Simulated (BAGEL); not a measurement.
**B3LYP/6-31G(d) (density fitting with qzvpp-jkfit, spherical functions) run of Si3H6 (cyclo-(SiH2)3)**

Aim: the energy change on altering one bond length of Si3H6 (cyclo-(SiH2)3) at B3LYP/6-31G* (density fitting with qzvpp-jkfit, spherical functions), from 2 runs. 

Program for the calculation: BAGEL 1.2.2.

### 1 The molecule

Si3H6 has 9 atoms, charge 0, and is taken as a singlet. Geometry: relaxed at GFN2-xTB.

Bond lengths: Si1–Si4 2.342 Å, Si1–Si7 2.341 Å, Si4–Si7 2.341 Å, Si1–H2 1.466 Å, Si1–H3 1.466 Å, Si4–H5 1.466 Å, Si4–H6 1.466 Å, Si7–H8 1.466 Å, Si7–H9 1.466 Å. Some angles: Si1–Si4–Si7 60.0°, Si4–Si1–Si7 60.0°, Si1–Si7–Si4 60.0°, Si1–Si4–H5 121.5°, Si1–Si4–H6 121.7°, H5–Si4–Si7 121.6°, H6–Si4–Si7 121.7°, H2–Si1–Si4 121.7°, H2–Si1–Si7 121.4°, H3–Si1–Si4 121.7°.

### 2 The energy at B3LYP/6-31G(d) (density fitting with qzvpp-jkfit, spherical functions)

The input, input.json:

```json
{ "bagel" : [

{
  "title" : "molecule",
  "basis" : "6-31gs.json",
  "df_basis" : "qzvpp-jkfit",
  "angstrom" : true,
  "geometry" : [
    { "atom" : "Si", "xyz" : [      -1.134740,       0.093590,       0.729030 ] },
    { "atom" : "H", "xyz" : [      -2.144300,      -0.949710,       0.933370 ] },
    { "atom" : "H", "xyz" : [      -1.610690,       1.252820,       1.488970 ] },
    { "atom" : "Si", "xyz" : [      -0.009500,       0.334880,      -1.310440 ] },
    { "atom" : "H", "xyz" : [       0.251600,       1.656030,      -1.889910 ] },
    { "atom" : "H", "xyz" : [      -0.284950,      -0.545230,      -2.450430 ] },
    { "atom" : "Si", "xyz" : [       1.143480,      -0.425770,       0.580200 ] },
    { "atom" : "H", "xyz" : [       2.167140,       0.391340,       1.238270 ] },
    { "atom" : "H", "xyz" : [       1.621950,      -1.807950,       0.680950 ] }
  ]
},

{
  "title" : "ks",
  "xc_func" : "b3lyp",
  "charge" : 0
},

{
  "title" : "print",
  "file" : "orbitals.molden",
  "orbitals" : true
}

]}
```

The basis set 6-31G* is read from a file made from the Basis Set Exchange's data (not shown).

Run with:

```
$ BAGEL_NUM_THREADS=1 BAGEL input.json > input.out
```

Standard output:

```text
* using 1 threads per process

  ===============================================================
  ===============================================================

  *** Geometry ***

  { "atom" : "Si", "xyz" : [     -2.144348,      0.176859,      1.377667 ] },
  { "atom" : "H", "xyz" : [     -4.052140,     -1.794692,      1.763814 ] },
  { "atom" : "H", "xyz" : [     -3.043763,      2.367487,      2.813746 ] },
  { "atom" : "Si", "xyz" : [     -0.017952,      0.632831,     -2.476373 ] },
  { "atom" : "H", "xyz" : [      0.475455,      3.129443,     -3.571412 ] },
  { "atom" : "H", "xyz" : [     -0.538477,     -1.030335,     -4.630642 ] },
  { "atom" : "Si", "xyz" : [      2.160864,     -0.804589,      1.096419 ] },
  { "atom" : "H", "xyz" : [      4.095301,      0.739525,      2.339991 ] },
  { "atom" : "H", "xyz" : [      3.065041,     -3.416530,      1.286809 ] },

  Number of auxiliary basis functions:      492

  Since a DF basis is specified, we compute 2- and 3-index integrals:
    o Being stored without compression. Storage requirement is 0.017 GB

  Number of basis functions:       66
  Number of electrons      :       48

    * METHOD: MOLECULE                             0.62

  *** Kohn-Sham DFT ***

    * Removing 15368 points whose weight is below 1.00e-10
    * Grid points: 118786

  === Nuclear Repulsion ===
   191.9339213862

       - DIIS with orbital gradients will be used.

  === KS iteration (b3lyp / 6-31gs.json) ===
      0       -848.21616011          0.12414832           0.87
      1       -863.75302309          0.07441730           0.89
      2       -860.94192931          0.12798026           0.84
      3       -870.99715857          0.04505462           0.82
      4       -871.80878938          0.02387378           0.87
      5       -872.01609136          0.00521140           0.80
      6       -872.03442553          0.00113812           0.82
      7       -872.03496897          0.00009671           0.94
      8       -872.03497158          0.00007058           0.84
      9       -872.03497525          0.00000397           0.76
     10       -872.03497526          0.00000039           0.85
     11       -872.03497526          0.00000009           0.70
     12       -872.03497526          0.00000003           0.70
     13       -872.03497526          0.00000001           0.87
    * SCF iteration converged.

    * Permanent dipole moment:
           (    0.000678,    -0.002121,     0.000897) a.u.

    * METHOD: KS                                  13.20

    * METHOD: PRINT                                0.01

  ===============================================================
```

Run time: 14 s. Hardware: 1 thread of Intel Xeon at 2.50GHz (Skylake/Cascade Lake), shared host; peak memory 0.4 GiB.

### 3 The distorted shape

The input, job.json:

```json
{ "bagel": [

{
  "title": "molecule",
  "basis": "6-31gs.json",
  "df_basis": "qzvpp-jkfit",
  "angstrom": true,
  "geometry": [
    { "atom": "Si", "xyz": [      -0.997006,       0.533673,       1.299061 ] },
    { "atom": "H", "xyz": [      -2.006566,      -0.509627,       1.503401 ] },
    { "atom": "H", "xyz": [      -1.472956,       1.692903,       2.059001 ] },
    { "atom": "Si", "xyz": [       0.128234,       0.774963,      -0.740409 ] },
    { "atom": "H", "xyz": [       0.389334,       2.096113,      -1.319879 ] },
    { "atom": "H", "xyz": [      -0.284950,      -0.545230,      -2.450430 ] },
    { "atom": "Si", "xyz": [       1.281214,       0.014313,       1.150231 ] },
    { "atom": "H", "xyz": [       2.304874,       0.831423,       1.808301 ] },
    { "atom": "H", "xyz": [       1.759684,      -1.367867,       1.250981 ] }
  ]
},

{ "title": "ks", "xc_func": "b3lyp", "charge": 0 },

{ "title": "print", "file": "orbitals.molden", "orbitals": true }

]}
```

The basis set 6-31G* is read from a file made from the Basis Set Exchange's data (not shown).

Run with:

```
$ BAGEL_NUM_THREADS=1 BAGEL job.json > job.out
```

Standard output:

```text
* using 1 threads per process

  ===============================================================
  ===============================================================

  *** Geometry ***

  { "atom" : "Si", "xyz" : [     -1.884068,      1.008496,      2.454870 ] },
  { "atom" : "H", "xyz" : [     -3.791860,     -0.963055,      2.841016 ] },
  { "atom" : "H", "xyz" : [     -2.783483,      3.199123,      3.890948 ] },
  { "atom" : "Si", "xyz" : [      0.242327,      1.464468,     -1.399170 ] },
  { "atom" : "H", "xyz" : [      0.735735,      3.961079,     -2.494210 ] },
  { "atom" : "H", "xyz" : [     -0.538477,     -1.030335,     -4.630642 ] },
  { "atom" : "Si", "xyz" : [      2.421144,      0.027048,      2.173622 ] },
  { "atom" : "H", "xyz" : [      4.355581,      1.571162,      3.417194 ] },
  { "atom" : "H", "xyz" : [      3.325321,     -2.584894,      2.364011 ] },

  Number of auxiliary basis functions:      492

  Since a DF basis is specified, we compute 2- and 3-index integrals:
    o Being stored without compression. Storage requirement is 0.017 GB

  Number of basis functions:       66
  Number of electrons      :       48

    * METHOD: MOLECULE                             0.63

  *** Kohn-Sham DFT ***

    * Removing 14896 points whose weight is below 1.00e-10
    * Grid points: 119258

  === Nuclear Repulsion ===
   189.4621471888

       - DIIS with orbital gradients will be used.

  === KS iteration (b3lyp / 6-31gs.json) ===
      0       -848.20653006          0.12337081           0.77
      1       -863.40331189          0.07462484           0.72
      2       -860.45673869          0.12530519           0.75
      3       -870.63040679          0.04630853           0.84
      4       -871.76788266          0.02261673           0.81
      5       -871.81228112          0.01603728           0.71
      6       -871.96467970          0.00261428           0.84
      7       -871.96862366          0.00159153           0.82
      8       -871.96976779          0.00031612           0.77
      9       -871.96982876          0.00010893           0.75
     10       -871.96983489          0.00004696           0.75
     11       -871.96983622          0.00000728           0.84
     12       -871.96983626          0.00000209           0.81
     13       -871.96983626          0.00000019           0.82
     14       -871.96983626          0.00000006           0.75
     15       -871.96983626          0.00000003           0.75
     16       -871.96983626          0.00000001           0.77
    * SCF iteration converged.

    * Permanent dipole moment:
           (   -0.080242,    -0.224685,    -0.460189) a.u.

    * METHOD: KS                                  14.75

    * METHOD: PRINT                                0.01

  ===============================================================
```

Run time: 16 s. Hardware: 1 thread of Intel Xeon at 2.50GHz (Skylake/Cascade Lake), shared host; peak memory 0.41 GiB.

### 4 Results

At B3LYP/6-31G* (density fitting with qzvpp-jkfit, spherical functions):

| quantity | value |
| --- | --- |
| first shape: total energy | -872.03498 Eh |
| first shape: dipole moment | 0.01 D |
| first shape: HOMO energy | -6.78 eV |
| first shape: LUMO energy | -1.08 eV |
| first shape: HOMO–LUMO gap | 5.70 eV |
| distorted shape: total energy | -871.96984 Eh |
| distorted shape: dipole moment | 1.32 D |
| distorted shape: HOMO energy | -6.86 eV |
| distorted shape: LUMO energy | -2.21 eV |
| distorted shape: HOMO–LUMO gap | 4.64 eV |
| energy change with the Si4–H6 bond stretched from 1.466 to 2.200 Å | 1.773 eV |

In words: With the Si4–H6 bond stretched from 1.466 to 2.200 Å the energy rises by 1.77 eV (41 kcal/mol). The first shape isn't relaxed at this level, so the change isn't measured from a minimum.
